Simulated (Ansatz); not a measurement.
# Si₂Cl (quartet): the correlation ladder at a displaced geometry (v2), cc-pVDZ

One table from this session's results is given with a row withheld; the runs are named, their logs left out.

Method: cc-pVDZ, core rule «outside noble gas», up to 15 orbitals frozen; program: Ansatz 0.2.0, Gaussian basis.

The runs, in order: UHF; CCSD(T) on ROHF; CCSD(T) on UHF; BCCD(T) on ROHF; CISD; CCSDT(Q) on ROHF; CCSDT(Q) on UHF; CASSCF and NEVPT2, 13 electrons in 11 orbitals.

19 further runs of the same task are left out: 8 that didn't finish, 11 set aside as unsound or not needed.

## What is computed

The geometry is a PBE0/def2-TZVP stationary point (not a proven minimum) with its atoms shifted at random (size 0.100 Å).

3 atoms, charge 0, spin multiplicity 4.

Atoms are counted from 1 here; the program's logs count them from 0.

Bond lengths: Cl1–Si2 2.079 Å, Si2–Si3 2.350 Å. Angles: Cl1–Si2–Si3 110.8°.

Coordinates:

```xyz
3

Cl    0.0776   -0.3649    1.6304
Si   -0.0873    0.8631   -0.0396
Si   -0.0107   -0.4025   -2.0186
```

Set-up of the first run:

in.yaml

```yaml
crystal:
  periodic: [false, false, false]
  atoms:
    - {symbol: Cl, position_ang: [0.077591, -0.364881, 1.630432]}
    - {symbol: Si, position_ang: [-0.087283, 0.863067, -0.039566]}
    - {symbol: Si, position_ang: [-0.010662, -0.402470, -2.018567]}
basis:
  gaussian: {orbitals: cc-pVDZ}
magnetization: {spin_polarized: true, initial_magnetization: 3}
hamiltonian: {xc: hf}
output: {orbitals: {seedname: orbitals}}
```

On the command line:

```
ansatz run in.yaml --threads 1 --pin off --events-out ev --progress --plain --max-ram 2393MiB
```

Among the steps run: UHF; CCSD(T) on ROHF; CCSD(T) on UHF; BCCD(T) on ROHF; CISD; CCSDT(Q) on ROHF; CCSDT(Q) on UHF; CASSCF and NEVPT2, 13 electrons in 11 orbitals.

One of the session's tables, all rows but one given; the rest of the session is left out.

| method | from UCCSDT(Q) (meV) |
| --- | --- |
| ROHF | +8784.1 |
| UHF | +8648.9 |
| RMP2 | +1390.7 |
| UMP2 | +1457.2 |
| CISD | +1326.1 |
| RCCSD | +396.4 |
| UCCSD | +391.9 |
| RCCSD(T) | +79.3 |
| UCCSD(T) | +81.1 |
| BCCD(T) | +77.1 |
| RCCSDT | +29.3 |
| UCCSDT | +28.6 |
| RCCSDT(Q) | ? |
| UCCSDT(Q) | 0 |
| CASSCF valence | +7126.9 |
| NEVPT2 valence | +1383.3 |

Q: Estimate the row for RCCSDT(Q) from the others.

The run gave: from UCCSDT(Q) (meV): +2.6. In the column «from UCCSDT(Q) (meV)» it lies between UCCSDT(Q) (0) and UCCSDT (+28.6).

Caveats from the session: Restricted and unrestricted rows rest on different reference determinants; where their highest levels disagree by more than a few hundredths of an eV, they describe different states and don't form one ladder.
